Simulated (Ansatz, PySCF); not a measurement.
Molecule (SMILES): C=CF.
Geometry (B3LYP-D3(BJ)/def2-TZVP, fixed):
```xyz
6

C      0.0048     0.4339    -0.0020
C      1.1838    -0.1536     0.0049
F     -1.1460    -0.2672    -0.0028
H     -0.1758     1.5010    -0.0077
H      1.2800    -1.2303     0.0104
H      2.0778     0.4520     0.0052
```
Charge 0, spin multiplicity 1.

Near-linear dependence at PBE0/d-aug-cc-pVDZ with PySCF (spherical functions, density fitting): canonical orthogonalisation drops combinations whose overlap eigenvalue lies under the threshold. The set has 135 functions.

```
threshold  orbitals kept  energy minus last row (mEh)  SCF cycles
---------  -------------  ---------------------------  ----------
1e-3                 121                        1.436           9
1e-4                 129                        0.320           9
1e-5                 133                        0.105           9
1e-6                 135                        0.000           9
1e-7                 135                        0.000           9
1e-9                 135                        0.000           9
```

The smallest overlap eigenvalue is 1.6e-06. Ansatz (a program for electronic structure) at its default drops 0 functions.
